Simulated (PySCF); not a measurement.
**C₄H₅F₂+: geometry, NMR shifts, spin-spin couplings, electronic excitations and core binding energies**

Aim: predict the NMR shifts, spin-spin couplings, electronic excitations and core binding energies of C₄H₅F₂+ (`C[CH+]C=C(F)F`).

Computed with PySCF 2.14.0, with density-fitted response routines of our own, on a single molecule in the gas phase. Atoms count from 0, in the outputs and in this text.

## (1) The molecule as given

11 atoms, charge 1, multiplicity 1; geometry from: GFN2-xTB.

Bonds of the start (Å): C0–C1 1.43, C1–C2 1.39, C2–C3 1.37, C3–F4 1.28, C3–F5 1.29, C0–H6 1.10, C0–H7 1.09, C0–H8 1.10, C1–H9 1.09, C2–H10 1.08.

## (2) Optimising the geometry at PBE0-D3(BJ)/def2-SVP

Job settings and geometry (Å):

```
{"job": {"xc": "PBE0", "basis": "def2-SVP", "d3": "d3bj", "grid": 1, "kind": "geom"}, "charge": 1, "multiplicity": 1}
C     -1.584943     0.374620     0.761954
C     -0.227919    -0.072458     0.647480
C      0.530923     0.036306    -0.509155
C      1.824449    -0.417294    -0.582555
F      2.546353    -0.329007    -1.637544
F      2.451627    -0.982917     0.389851
H     -2.219729    -0.455780     1.103026
H     -1.988436     0.818420    -0.144316
H     -1.675292     1.068086     1.610216
H      0.229926    -0.525030     1.523973
H      0.118466     0.487724    -1.403963
```

**Question.** This job is followed by: GIAO PBE0/pcSseg-1 NMR shielding, non-relativistic, gas phase; B3LYP/pcJ-1 indirect spin-spin coupling, non-relativistic, gas phase; TDDFT B3LYP/def2-SVPD, vertical, gas phase, core orbitals frozen in the response; GIAO PBE0/pcSseg-2 NMR shielding, non-relativistic, gas phase; delta-SCF UKS SCAN, pcX-2 on the ionised atom, pcseg-1 elsewhere, spin-free X2C. Predict these results of the whole session: point group; rotational constants (main isotopes); 13C shifts against TMS (PBE0/pcSseg-1); 1H shifts against TMS (PBE0/pcSseg-1, means over atoms taken as alike); 19F shifts against CFCl3 (PBE0/pcSseg-1); largest coupling of the table (B3LYP/pcJ-1); lowest singlet (B3LYP/def2-SVPD); lowest triplet; vertical ionisation energy (ΔSCF); vertical electron affinity (ΔSCF); C1s binding energies, SCAN/pcX-2 (standing for 2 of 4 atoms); F1s binding energies, SCAN/pcX-2; range of the shift of C1.

**Answer**, as computed:

| quantity | value |
| --- | --- |
| point group | Cs |
| rotational constants (main isotopes) | 9.81, 1.89, 1.60 GHz |
| 13C shifts against TMS (PBE0/pcSseg-1) | 234.2, 184.2, 112.8, 37.9 ppm |
| 1H shifts against TMS (PBE0/pcSseg-1, means over atoms taken as alike) | 10.09, 7.06, 3.71 ppm |
| 19F shifts against CFCl3 (PBE0/pcSseg-1) | 34.7, 27.0 ppm |
| largest coupling of the table (B3LYP/pcJ-1) | 1J(C,F) C3–F5, -442.3 Hz |
| lowest singlet (B3LYP/def2-SVPD) | 5.37 eV (231 nm), f = 0.537 |
| lowest triplet | 3.12 eV |
| vertical ionisation energy (ΔSCF) | 16.86 eV |
| vertical electron affinity (ΔSCF) | 6.95 eV |
| C1s binding energies, SCAN/pcX-2 (standing for 2 of 4 atoms) | C2 297.59, C0 296.51 eV |
| F1s binding energies, SCAN/pcX-2 | F5 700.86, F4 700.73 eV |
| range of the shift of C1 | 234.2 to 240.2 ppm |

**Reading.** Relaxing lowered the energy by 0.056 eV in 14 steps; the close pair that moved most is C3–F5, from 1.288 to 1.266 Å. No frequency check was run at this level, so the end point may be a saddle. C1 (carbocation centre) lies farthest downfield among carbon, at 234.2 ppm; the empty p orbital gives low-energy magnetic excitations and strong deshielding. Of the pairs tabulated at B3LYP/pcJ-1, C3–F5 couples most strongly (-442.3 Hz; Fermi contact -352.7 Hz). Couplings across rotatable bonds belong to this one conformer; where others are populated, the observed values are averages. Density functionals describe couplings to fluorine poorly, F–F couplings above all, so those rows are rough. The first singlet state (HOMO→LUMO 0.98) lies at 5.37 eV and is bright. The lowest triplet lies 2.25 eV below the lowest singlet (triplets in Tamm-Dancoff, singlets in full TDDFT). The orbital energy would give 14.46 eV for ionisation, ΔSCF gives 16.86 eV. C2 (alkene CH) binds its C1s electron 1.07 eV more tightly than C0 (methyl carbon). Only 2 of the 4 C atoms are covered by sound results. The F1s levels kept as sound span 0.13 eV, from F4 (vinylic fluorine) up to F5 (vinylic fluorine). In ppm, C1 moves most: its shift spreads over 5.9 ppm, from 234.2 (PBE0/pcSseg-1) to 240.2 (PBE0/pcSseg-2).
